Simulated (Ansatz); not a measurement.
# N2H (doublet): the correlation ladder at a displaced geometry (v2), cc-pVDZ

Aim: climb from Hartree-Fock through coupled cluster and multireference methods for N2H (doublet) at one geometry and basis, and see what each rung misses.

Program: Ansatz 0.2.0, Gaussian basis. Level of theory: cc-pVDZ, core rule «outside noble gas», up to 2 orbitals frozen. These are calculated values, not measurements.

Plan: UHF; CCSD(T) on ROHF; CCSD(T) on UHF; BCCD(T) on ROHF; CISD; CCSDT(Q) on ROHF; CCSDT(Q) on UHF; CASSCF and MRCISD+Q, 11 electrons in 9 orbitals; CASSCF and NEVPT2, 11 electrons in 9 orbitals.

13 further runs of the same task are left out: 1 for a mislabelled method, 4 that didn't finish, 8 set aside as unsound or not needed.

## 1. The geometry

The geometry is a PBE0/def2-TZVP stationary point (not a proven minimum) with its atoms shifted at random (size 0.100 Å).

3 atoms, charge 0, spin multiplicity 2.

Atoms are counted from 1 here; the program's logs count them from 0.

Bond lengths: N1–N2 1.167 Å, N1–H3 1.043 Å. Angles: N2–N1–H3 116.8°.

## 2. UHF

in.yaml reads:

```yaml
crystal:
  periodic: [false, false, false]
  atoms:
    - {symbol: N, position_ang: [0.082639, -0.132427, 0.524921]}
    - {symbol: N, position_ang: [-0.082235, 0.083584, -0.609503]}
    - {symbol: H, position_ang: [-0.005615, 0.678730, 1.175379]}
basis:
  gaussian: {orbitals: cc-pVDZ}
magnetization: {spin_polarized: true, initial_magnetization: 1}
hamiltonian: {xc: hf}
output: {orbitals: {seedname: orbitals}}
```

Started as:

```
ansatz run in.yaml --threads 1 --pin off --events-out ev --progress --plain --max-ram 2393MiB
```

Further steps of the session: CCSD(T) on ROHF; CCSD(T) on UHF; BCCD(T) on ROHF; CISD; CCSDT(Q) on ROHF; CCSDT(Q) on UHF; CASSCF and MRCISD+Q, 11 electrons in 9 orbitals; CASSCF and NEVPT2, 11 electrons in 9 orbitals.

Q: Predict the results of all the runs planned. Wanted: UCCSDT(Q) below the RHF energy; RMP2 from UCCSDT(Q); UMP2 from UCCSDT(Q); RCCSD from UCCSDT(Q); RCCSD(T) from UCCSDT(Q); UCCSD(T) from UCCSDT(Q); RCCSDT(Q) from UCCSDT(Q); NEVPT2 valence from UCCSDT(Q); MRCISD+Q valence from UCCSDT(Q).

As calculated:

| quantity | value |
| --- | --- |
| UCCSDT(Q) below the RHF energy | -9.0735 eV |
| RMP2 from UCCSDT(Q) | +18.11 kcal/mol |
| UMP2 from UCCSDT(Q) | +23.87 kcal/mol |
| RCCSD from UCCSDT(Q) | +8.15 kcal/mol |
| RCCSD(T) from UCCSDT(Q) | +1.08 kcal/mol |
| UCCSD(T) from UCCSDT(Q) | +1.27 kcal/mol |
| RCCSDT(Q) from UCCSDT(Q) | +0.03 kcal/mol |
| NEVPT2 valence from UCCSDT(Q) | +22.44 kcal/mol |
| MRCISD+Q valence from UCCSDT(Q) | +0.46 kcal/mol |
| levels within 1 kcal/mol (43 meV) | RCCSDT, UCCSDT, RCCSDT(Q), MRCISD+Q valence |
| T1 diagnostic | 0.029 |
| effectively unpaired electrons | 1.05 |

**Reading.** RCCSD(T) lands +1.08 kcal/mol from the yardstick (0.5 % of the correlation energy). One determinant dominates. Of the multireference levels listed MRCISD+Q valence comes nearest in total energy (+0.46 kcal/mol), which doesn't show that its space is the better one. These misses are within one basis, not against nature; the frozen cores of restricted and unrestricted runs differ, which can shift their rows.
